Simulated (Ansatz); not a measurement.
O (C2/m, No. 12, 2 atoms in the cell; start mp-611836; a measured phase of this formula has another space group) was calculated with PBEsol (plane waves, PAW; Ansatz, a program for electronic structure).

Numerical settings: plane-wave cutoff 500 eV, 14×14×12 k mesh (along the axes of the cell as run), Fermi–Dirac smearing 0.05 eV, spin-polarised start, scalar-relativistic PAW data made under PBE.

Cell (relaxed at this level):

```cif
data_O2
_chemical_formula_sum 'O2'
_space_group_name_H-M_alt 'P 1'
_space_group_IT_number 1
_cell_length_a 3.81463
_cell_length_b 3.81463
_cell_length_c 4.90647
_cell_angle_alpha 119.979
_cell_angle_beta 119.979
_cell_angle_gamma 61.316
loop_
_space_group_symop_operation_xyz
  'x, y, z'
loop_
_atom_site_label
_atom_site_type_symbol
_atom_site_fract_x
_atom_site_fract_y
_atom_site_fract_z
_atom_site_occupancy
O1 O 0.01350 0.01350 0.13290 1
O2 O 0.98650 0.98650 0.86710 1
```

**Question.** Estimate the band gap that the calculation returns.

**Answer.** 
- band gap: 1.84 eV (on the SCF k mesh)

Note: the magnetic order was assumed, not searched for or taken from measurement; the relaxation could not lower the start's symmetry, so the cell can be a saddle point above a distorted one.

Cost on a shared machine: around 17 core-minutes (rough).

A start named mp-… is a Materials Project structure, which need not be a measured phase.
